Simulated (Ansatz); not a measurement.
HAlMg, triplet in 6-31G: errors against full CI

Geometry: a point of a bend scan, not a stationary point.

```xyz
3

Al   -0.8910    0.0000    0.8672
Mg    0.9795    0.0000   -1.0462
H     0.2315    0.0000    2.0154
```

Basis 6-31G; Ansatz 0.2.0. Correlated methods freeze the noble-gas cores, which leaves 6 electrons in 18 orbitals. R marks a restricted (for open shells ROHF) determinant, U an unrestricted one. Active spaces: valence = (6e, 9o) chosen from the atoms' valence shells; pair = (4e, 4o) about the gap. The metal's outer-core shells are frozen, which leaves out core–valence correlation.

Full CI is exact within this basis and frozen core; it isn't the basis-set limit. The frozen core follows each run's orbitals, which can shift R against U totals by a few meV.

Unrestricted rows (U) aren't spin-pure: their determinants' ⟨S²⟩ exceeds S(S+1) by up to 0.17, so they mix in states of higher spin. HF rows: RHF is the lowest solution found, UHF is the lowest solution found. Coupled cluster chose its determinant by a search with trial CCSD, here up to 0.24 eV above the lowest Hartree–Fock solution of its kind, and MP2 stands on that determinant too.

```
UHF ⟨S²⟩                            : 2.014
⟨S²⟩ of the determinant under UCCSD : 2.166
T1 diagnostic (RCCSD)               : 0.0443
largest doubles amplitude (RCCSD)   : 0.127
T1 diagnostic (UCCSD)               : 0.0746
```

| level | E − E(full CI) (kJ/mol) | share of correlation (%) | wall time |
| --- | --- | --- | --- |
| RHF† | 161.9 | – | – |
| UHF† | 157.7 | – | 0.63 s |
| RMP2 | 68.2 | 63.20 | – |
| UMP2 | 74.4 | 59.83 | – |
| RCCSD | 7.4 | 95.98 | – |
| UCCSD | 7.6 | 95.91 | – |
| RCCSD(T) | 2.8 | 98.50 | 2.5 s |
| UCCSD(T) | 2.9 | 98.45 | 3 s |
| BCCD(T) | 3.2 | 98.29 | 2.2 s |
| RCCSDT | 0.3 | 99.84 | – |
| UCCSDT | 0.3 | 99.84 | – |
| RCCSDT(Q) | 0.1 | 99.97 | 4.8 s |
| UCCSDT(Q) | 0.0 | 99.99 | 6 s |
| RCCSDTQ | 0.0 | 100.00 | 18 s |
| UCCSDTQ | 0.0 | 100.01 | 22 s |
| CASSCF (valence space) | 35.8 | 80.68 | – |
| NEVPT2 (valence space) | 11.7 | 93.68 | 4.2 s |
| MRCISD (valence space) | 1.0 | 99.45 | – |
| MRCISD+Q (valence space) | 0.4 | 99.76 | 6.5 s |
| MRCISD+Q(relaxed) (valence space) | -0.2 | 100.11 | 7.5 s |

A dagger marks rows that describe another state than the reference (another or a broken symmetry, a higher spin or other natural occupations), so the difference holds a gap between states beside the method's error.

The correlation energy at full CI, counted from the determinant under the R cluster runs, is -1.920 eV. That run took 7.5 s on 1 thread of Arm Neoverse N1, shared host over 329,728 determinants.

Run but not shown, since their state, orbitals or frozen core can't be matched to the reference's or they repeat it: CISD, CASSCF (pair space), NEVPT2 (pair space), MRCISD (pair space), MRCISD+Q (pair space).

Times hold each run's SCF and search for its determinant on a shared host, so for small cases they say little of a method's own cost; they ran on 1 thread of Arm Neoverse N1. Some runs computed forces too.

The full-CI state has the irrep A'' of Cs, in the program's axes.

Natural occupations of full CI about the gap: 1.954 1.864 0.998 0.973 0.072 0.046 0.038 0.023 0.011 0.006; effectively unpaired electrons, Σ n²(2−n)², 2.11.
